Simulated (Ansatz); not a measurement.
This Ansatz (a quantum-chemistry and plane-wave program) input (MP2/def2-TZVPP) gives -177.53469 Eh with 135 basis functions. A basis named .json is the Basis Set Exchange file of that set (core-valence sets with the plain set on hydrogen).

Ansatz 0.2 input:
```yaml
crystal:
  periodic: [false, false, false]
  atoms:
    - {symbol: C, position_ang: [0.00476229, 0.43392420, -0.00203639]}
    - {symbol: C, position_ang: [1.18383408, -0.15360148, 0.00493325]}
    - {symbol: F, position_ang: [-1.14596015, -0.26718838, -0.00280751]}
    - {symbol: H, position_ang: [-0.17580160, 1.50100015, -0.00772733]}
    - {symbol: H, position_ang: [1.28003303, -1.23028006, 0.01036986]}
    - {symbol: H, position_ang: [2.07783169, 0.45203897, 0.00524394]}
basis:
  gaussian:
    orbitals: def2-TZVPP
    fitting: {mean_field: def2-universal-jkfit, correlation: cc-pVTZ-RIFIT.json}
magnetization: {spin_polarized: false}
correlation: {method: mp2, electrons: outside_noble_gas}
```

Change:
```diff
- fitting: {mean_field: def2-universal-jkfit, correlation: cc-pVTZ-RIFIT.json}
+ fitting: {mean_field: def2-universal-jkfit, correlation: aug-cc-pVQZ-RIFIT.json}
```

Problem. What does the run give now?

Solution. -177.53474 Eh (MP2/def2-TZVPP, 135 functions), a change of -0.05 mEh.
